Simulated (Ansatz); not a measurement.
Basis sets compared for Mg₃⁻. Charge -1, multiplicity 2. Geometry r2SCAN/def2-TZVPD. Ansatz on 4 threads of Arm Neoverse V1 on a shared host; times are rough, and most runs start from earlier orbitals.

Cartesian coordinates in Å:
```
Mg -1.171 0.214 -1.282
Mg 1.676 0.428 -0.264
Mg -0.505 -0.642 1.547
```

At PBE/def2-SVPD, PBE/def2-TZVPD, PBE0/def2-SVPD, PBE0/def2-TZVPD the highest occupied level of the charge -1 doublet lies above zero (up to 0.82 eV). By energy differences its removal costs 0.88 eV (vertical, to the charge 0 singlet, at PBE/def2-TZVPD); a positive level beside a positive removal energy at the same level points to self-interaction error. The structure comes from a short search, and lower isomers may exist.

```json
{"level": "PBE/def2-SVPD", "functions": "63", "energy (Eh)": "-599.6688", "HOMO (eV)": "0.79", "LUMO (eV)": "1.23", "wall time": "1.1 s"}
{"level": "PBE0/def2-SVPD", "functions": "63", "energy (Eh)": "-599.7182", "HOMO (eV)": "0.27", "LUMO (eV)": "1.67", "wall time": "2 s"}
```

**Question.** Estimate the rows for PBE/def2-TZVPD, PBE0/def2-TZVPD (with forces).

**Answer.** 
```
                        level  functions  energy (Eh)  HOMO (eV)  LUMO (eV)  wall time
               PBE/def2-TZVPD        105    -599.8795       0.82       1.27      1.2 s
PBE0/def2-TZVPD (with forces)        105    -599.9290       0.30       1.71        8 s
```
